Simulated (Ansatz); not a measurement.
BH4N, SMILES BN, a composite energy at a relaxed geometry

Program: the Ansatz DFT code, driven from Python.

Run as a notebook:

```python
import itertools

import ansatz as az
from ase.data import atomic_numbers, covalent_radii
import numpy as np
```

```python
geometry_ang = [
    ("B", (-0.1545, -0.7069, -0.0646)),
    ("N", (-0.132, 0.8533, -0.0856)),
    ("H", (0.6583, -1.2974, 0.3478)),
    ("H", (-1.083, -1.1967, -0.5124)),
    ("H", (0.7347, 1.1086, -0.6339)),
    ("H", (0.0186, 1.1751, 0.9026)),
]
system = az.Crystal.molecule()
for symbol, xyz in geometry_ang:
    system = system.atom(symbol, xyz)
```

```python
calculation = (
    system.calculation()
    .basis(gaussian="def2-SVP")
    .functional("r2scan")
)
symbols = [site.symbol for site in system.cartesian_sites]
start = np.array([site.position_ang for site in system.cartesian_sites], dtype=float)
r = calculation.relax(force_tolerance=0.01, max_steps=100).run().report
end = np.array(r["positions_ang"])
# pairs closer than 1.2 times the sum of covalent radii, before or after
radius = [covalent_radii[atomic_numbers[s]] for s in symbols]
span = lambda where, i, j: np.linalg.norm(where[i] - where[j])
bonded = [(i, j) for i, j in itertools.combinations(range(len(symbols)), 2) if min(span(start, i, j), span(end, i, j)) < 1.2 * (radius[i] + radius[j])]
print("pair        before    after (A)")
for i, j in bonded:
    print(f"{symbols[i]}{i}-{symbols[j]}{j}".ljust(10), f"{span(start, i, j):8.4f} {span(end, i, j):8.4f}")
```

    pair        before    after (A)
    B0-N1        1.5605   1.3901
    B0-H2        1.0860   1.2092
    B0-H3        1.1413   1.2093
    N1-H4        1.0569   1.0135
    N1-H5        1.0501   1.0135

```python
minimum = az.Crystal.molecule()
for symbol, place in zip(symbols, end):
    minimum = minimum.atom(symbol, place.tolist())
at_minimum = minimum.calculation()
# MP2 extrapolated to the basis limit, plus the small-basis difference CCSD(T) - MP2
level = lambda method, basis: at_minimum.basis(gaussian=basis).correlation(method).run().report
small, large, cluster = level("mp2", "cc-pVDZ"), level("mp2", "cc-pVTZ"), level("ccsd_t", "cc-pVDZ")
corr = lambda each: (each["free_energy_ev"] - each["reference_energy_ev"]) / 27.211386246
mp2_limit = (27 * corr(large) - 8 * corr(small)) / 19
pieces = {"HF / cc-pVTZ": large["reference_energy_ev"] / 27.211386246, "MP2 correlation, DZ-TZ limit": mp2_limit, "CCSD(T) - MP2 / cc-pVDZ": corr(cluster) - corr(small)}
for name, value in pieces.items():
    print(f"{name:32s} {value:14.6f} Ha")
print(f"{'sum':32s} {sum(pieces.values()):14.6f} Ha")
print("T1 diagnostic", round(cluster["correlation"]["coupled_cluster"]["t1_diagnostic"], 4))
```

    HF / cc-pVTZ                         -81.525865 Ha
    MP2 correlation, DZ-TZ limit          -0.354266 Ha
    CCSD(T) - MP2 / cc-pVDZ               -0.035488 Ha
    sum                                  -81.915619 Ha
    T1 diagnostic 0.0145

Total energies depend on the basis set; only differences at equal settings carry meaning. The sum leaves out core correlation, relativity, the Hartree-Fock basis error and zero-point energy; a DZ-TZ extrapolation is rough. Inner cores stay frozen, so this is valence correlation. An extrapolation from small basis sets is rough. It ran for 16 s on 1 thread of Arm Neoverse V1 (shared host), peak memory 0.22 GiB.

(A comment or docstring line of the script was reworded after the run, the code is as it ran; lines on the test bed's own set-up are left out of the output.)
